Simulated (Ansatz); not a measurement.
Born–Oppenheimer molecular dynamics of C2H4F (7 atoms, charge 0, multiplicity 2). It starts from a rough guess of a transition structure, not a stationary point.

Computed with UKS B3LYP-D4/6-31G* (Ansatz 0.2.0).

* ensemble: NVE (velocity Verlet)
* time step: 0.5 fs
* steps asked: 150
* starting velocities drawn for: 1000 K
* seed: 257499

Frames 1 fs apart, positions in Å, forces in eV/Å.

Velocities at 50.0 fs (Å/ps):

```
H -18.34 24.19 27.91
F 1.66 -4.64 1.09
C 1.55 10.13 -1.91
C -4.45 -3.96 -2.52
H -0.91 17.70 24.98
H 21.54 3.70 -17.26
H 0.97 -31.70 -3.36
```

```xyz
7
Properties=species:S:1:pos:R:3:forces:R:3 time_fs=50.0 energy_less_start_eV=0.300 T=542
H -0.459 -1.338 1.383 1.32 -4.30 -1.52
F -0.179 -2.335 1.077 -1.26 4.39 1.39
C -0.214 0.048 -0.713 0.78 0.88 1.61
C 0.157 1.058 0.089 1.63 -1.69 -2.42
H 0.411 -0.747 -1.068 -0.05 -0.59 -0.58
H -0.576 1.741 0.379 -0.84 1.47 0.97
H 1.278 1.305 0.083 -1.58 -0.17 0.57
7
Properties=species:S:1:pos:R:3:forces:R:3 time_fs=51.0 energy_less_start_eV=0.387 T=409
H -0.471 -1.335 1.403 1.42 -4.51 -1.67
F -0.178 -2.339 1.079 -1.36 4.60 1.52
C -0.213 0.058 -0.715 0.26 0.59 1.34
C 0.153 1.054 0.086 1.86 -1.35 -2.08
H 0.410 -0.733 -1.046 0.20 -0.96 -0.77
H -0.559 1.752 0.367 -1.03 1.68 1.04
H 1.272 1.273 0.082 -1.35 -0.04 0.62
7
Properties=species:S:1:pos:R:3:forces:R:3 time_fs=52.0 energy_less_start_eV=0.179 T=724
H -0.470 -1.375 1.408 1.28 -3.93 -1.52
F -0.177 -2.340 1.081 -1.23 4.02 1.39
C -0.210 0.069 -0.715 -0.12 -0.13 0.77
C 0.151 1.048 0.081 1.17 -0.23 -1.31
H 0.411 -0.728 -1.032 0.22 -1.01 -0.80
H -0.551 1.779 0.364 -0.57 1.16 0.81
H 1.252 1.240 0.087 -0.75 0.12 0.66
7
Properties=species:S:1:pos:R:3:forces:R:3 time_fs=53.0 energy_less_start_eV=-0.111 T=1161
H -0.456 -1.451 1.398 0.66 -1.87 -0.83
F -0.177 -2.339 1.084 -0.62 1.95 0.72
C -0.209 0.080 -0.715 -0.32 -1.24 -0.02
C 0.150 1.042 0.074 -0.02 1.31 -0.31
H 0.414 -0.732 -1.025 -0.01 -0.70 -0.69
H -0.549 1.817 0.369 0.15 0.25 0.42
H 1.226 1.208 0.099 0.15 0.30 0.71
7
Properties=species:S:1:pos:R:3:forces:R:3 time_fs=54.0 energy_less_start_eV=-0.040 T=1044
H -0.437 -1.543 1.381 -0.93 3.06 0.98
F -0.178 -2.337 1.087 0.97 -2.98 -1.08
C -0.207 0.090 -0.714 -0.42 -2.47 -0.90
C 0.148 1.037 0.068 -1.09 2.78 0.66
H 0.417 -0.742 -1.024 -0.34 -0.22 -0.49
H -0.546 1.857 0.378 0.71 -0.61 0.05
H 1.202 1.180 0.117 1.10 0.44 0.77
7
Properties=species:S:1:pos:R:3:forces:R:3 time_fs=55.0 energy_less_start_eV=0.412 T=378
H -0.426 -1.606 1.374 -2.83 8.46 3.15
F -0.177 -2.337 1.090 2.85 -8.39 -3.23
C -0.205 0.098 -0.714 -0.51 -3.48 -1.64
C 0.146 1.035 0.062 -1.52 3.86 1.42
H 0.416 -0.755 -1.029 -0.62 0.23 -0.30
H -0.535 1.891 0.388 0.98 -1.17 -0.21
H 1.187 1.155 0.143 1.63 0.48 0.82
7
Properties=species:S:1:pos:R:3:forces:R:3 time_fs=56.0 energy_less_start_eV=0.212 T=667
H -0.442 -1.593 1.395 -1.99 5.77 2.20
F -0.176 -2.341 1.091 2.02 -5.69 -2.29
C -0.205 0.102 -0.716 -0.57 -4.00 -2.08
C 0.143 1.035 0.058 -1.06 4.39 1.90
H 0.410 -0.766 -1.036 -0.76 0.51 -0.16
H -0.516 1.915 0.396 0.95 -1.38 -0.36
H 1.188 1.135 0.177 1.42 0.40 0.79
7
Properties=species:S:1:pos:R:3:forces:R:3 time_fs=57.0 energy_less_start_eV=-0.100 T=1141
H -0.475 -1.527 1.436 0.12 -0.14 -0.22
F -0.173 -2.348 1.091 -0.08 0.22 0.12
C -0.204 0.104 -0.719 -0.62 -3.87 -2.11
C 0.138 1.039 0.054 0.05 4.21 2.06
H 0.397 -0.772 -1.044 -0.74 0.56 -0.09
H -0.487 1.925 0.400 0.67 -1.24 -0.38
H 1.202 1.119 0.218 0.61 0.27 0.62
7
Properties=species:S:1:pos:R:3:forces:R:3 time_fs=58.0 energy_less_start_eV=0.012 T=979
H -0.508 -1.460 1.476 1.27 -3.17 -1.55
F -0.171 -2.354 1.091 -1.23 3.25 1.42
C -0.204 0.103 -0.724 -0.65 -3.06 -1.69
C 0.134 1.047 0.053 1.33 3.20 1.82
H 0.376 -0.772 -1.054 -0.55 0.36 -0.10
H -0.453 1.924 0.401 0.16 -0.72 -0.25
H 1.222 1.105 0.265 -0.33 0.14 0.35
7
Properties=species:S:1:pos:R:3:forces:R:3 time_fs=59.0 energy_less_start_eV=0.210 T=678
H -0.529 -1.422 1.501 1.68 -4.16 -2.02
F -0.169 -2.359 1.092 -1.64 4.25 1.88
C -0.205 0.100 -0.731 -0.70 -1.72 -0.93
C 0.131 1.056 0.052 2.47 1.47 1.21
H 0.351 -0.770 -1.065 -0.23 -0.06 -0.20
H -0.417 1.916 0.399 -0.54 0.16 0.02
H 1.238 1.093 0.316 -1.05 0.06 0.04
7
Properties=species:S:1:pos:R:3:forces:R:3 time_fs=60.0 energy_less_start_eV=0.266 T=593
H -0.535 -1.424 1.507 1.73 -4.22 -2.06
F -0.168 -2.362 1.093 -1.69 4.31 1.92
C -0.206 0.095 -0.738 -0.75 -0.15 -0.04
C 0.130 1.067 0.053 3.25 -0.54 0.40
H 0.323 -0.768 -1.077 0.13 -0.55 -0.33
H -0.386 1.910 0.398 -1.23 1.13 0.34
H 1.245 1.081 0.366 -1.45 0.02 -0.22
7
Properties=species:S:1:pos:R:3:forces:R:3 time_fs=61.0 energy_less_start_eV=0.101 T=847
H -0.524 -1.465 1.494 1.44 -3.44 -1.72
F -0.167 -2.363 1.096 -1.40 3.54 1.58
C -0.207 0.089 -0.745 -0.72 1.21 0.75
C 0.131 1.078 0.054 3.43 -2.05 -0.25
H 0.296 -0.771 -1.093 0.39 -0.88 -0.41
H -0.366 1.914 0.400 -1.60 1.63 0.46
H 1.238 1.070 0.415 -1.53 0.00 -0.41
```

Of the whole run (75 fs, mean temperature of the second half 895 K): The conserved energy stayed within 1.8 meV per atom of its start (net change -0.85 meV per atom), so the integration is sound. A run of 0.075 ps of so small a system gives no equilibrium averages.

Run time: 4.2 min on 1 thread of Intel(R) Xeon(R) Platinum 8375C CPU @ 2.90GHz (Ice Lake) (shared host), peak memory 0.15 GiB.
